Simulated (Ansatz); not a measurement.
Geometry optimisation, RKS PBE0-D4/def2-SVP in Ansatz.

Input file:

```yaml
crystal:
  periodic: [false, false, false]
  atoms:
    - { symbol: Si, position_ang: [0.0, 0.0, 0.0] }
    - { symbol: H, position_ang: [0.8854, 0.0, 1.4041] }
    - { symbol: F, position_ang: [1.7331, 0.0, 0.448] }
    - { symbol: H, position_ang: [-0.6877, 1.1914, -0.4862] }
    - { symbol: F, position_ang: [-0.7489, -1.2974, -0.5295] }
basis:
  gaussian: { orbitals: def2-SVP }
hamiltonian:
  xc: pbe0
  dispersion: d4
relax:
  f_tol: 0.15
  max_steps: 25
  restrain:
    - { distance: [1, 2], at: 0.92, k: 30.0 }
    - { distance: [0, 1], at: 2.66, k: 30.0 }
    - { distance: [0, 2], at: 2.79, k: 30.0 }
output:
  orbitals: {}
```

Launched with:

```bash
$ ansatz run input.yaml --threads 1 --pin off --max-ram 2048MiB --backend cpu --events-out ev --progress --plain --runs-dir out
```

Q: Where does it end, and by what steps?

A: The run converged. The restraints hold the end off the free minimum. After 8 steps the energy has fallen by 1.140 eV (the restraints' own energy left out); Si1 moved furthest, 0.80 Å. Parted: Si1–H2, Si1–F3. Joined: H2–F3.

```csv
step,energy less start (eV),largest force component (eV/Å),accepted
0,0.0000,5.907,yes
1,1.2715,7.942,yes
2,1.6987,8.064,yes
3,0.5010,6.020,yes
4,-0.6199,2.571,yes
5,-1.0728,0.977,yes
6,-1.1120,0.578,yes
7,-1.1386,0.298,yes
8,-1.1398,0.270,yes
```

```xyz
5
Properties=species:S:1:pos:R:3
Si -0.773 0.022 0.192
H 1.502 -0.084 1.571
F 1.945 0.071 0.776
H -0.703 1.137 -0.868
F -0.788 -1.252 -0.834
```

Run time: 9.7 s on 1 thread of Arm Neoverse V2 (shared host), peak memory 0.11 GiB.
